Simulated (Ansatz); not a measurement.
We consider tetragonal perovskite BaTiO3 (room-temperature form, which distorts further on cooling), described by PBE-D3(BJ) (Ansatz, a program for electronic structure, PAW).

Numerical settings: plane-wave cutoff 520 eV, 8×8×8 k mesh, Fermi–Dirac smearing 0.01 eV, no spin polarisation, scalar-relativistic PAW data made under PBE.

Properties against volume:

Shape and atoms are relaxed at each volume.

```
V (Å³/atom)  P (GPa)  direct gap at Γ (eV)  smallest gap on the k mesh (eV)  c (Å)
-----------  -------  --------------------  -------------------------------  -----
12.409          5.50                 2.144                            1.910  3.985
12.667          2.48                 2.228                            1.886  4.036
12.926         -0.01                 2.300                            1.867  4.093
13.184         -2.01                 2.361                            1.852  4.159
13.443         -3.57                 2.413                            1.842  4.233
```

The fundamental gap (1.87 eV at the equilibrium volume, with added k points) lies elsewhere than Γ–Γ.

Note: the relaxation could not lower the start's symmetry, so the cell can be a saddle point above a distorted one; the bulk modulus comes from volumes at which shape and atoms were relaxed.

Spin–orbit coupling is not included.
